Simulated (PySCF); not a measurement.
C₂HFN₃ (charge -1).
Geometry (GFN2-xTB, Å), atoms numbered from 1 in this order:
```xyz
7
C2HFN3 angstrom
F      1.836   -0.839   -0.420
C      0.559   -0.456   -0.101
C      0.133    0.785    0.338
N     -1.193    0.668    0.515
N     -1.529   -0.565    0.199
N     -0.484   -1.280   -0.181
H      0.681    1.692    0.522
```

NICS = −σ at a ghost point: NICS(0) at the centroid of the ring atoms, NICS(1) 1 Å to either side along the normal of their mean plane, zz for the tensor component along that normal. Level: GIAO PBE0/pcSseg-1 (PySCF, non-relativistic, gas phase) on the GFN2-xTB geometry, one conformer.

Ring bond lengths (Å), with Mayer bond orders in brackets: C2–C3 1.384 (1.38), C3–N4 1.343 (1.40), N4–N5 1.317 (1.40), N5–N6 1.322 (1.29), N6–C2 1.331 (1.50).

What do the NICS probes read (ppm)?

| ring | type | NICS(0) | NICS(1), two faces | NICS(1)zz, two faces | rms pucker (Å) | centre to ring atoms, mean (Å) |
| --- | --- | --- | --- | --- | --- | --- |
| C2–C3–N4–N5–N6 | 5-membered ring with 3 N; formal bonds all aromatic | -12.3 | -13.1 / -13.1 | -33.4 / -33.4 | 0.00 | 1.14 |

What can be read from them?

- C2–C3–N4–N5–N6: mean NICS(1)zz -33.4 ppm, shielded, aromatic by this magnetic criterion (flat ring, no four-coordinate atom).

How equal are the bonds by HOMA? HOMA takes Krygowski's 1993 parameters.

- C2–C3–N4–N5–N6: HOMA 0.99; the largest term is that of N5–N6, α(R − Ropt)² = 0.02. The geometric and the magnetic index point the same way.

Give the inner angles of the rings and the Hirshfeld charges of the ring atoms.

- C2–C3–N4–N5–N6: C2 109.4° (+0.014 e), C3 105.6° (-0.147 e), N4 107.5° (-0.253 e), N5 112.0° (-0.202 e), N6 105.5° (-0.269 e); sum 540.0° against 540° for a flat convex ring.
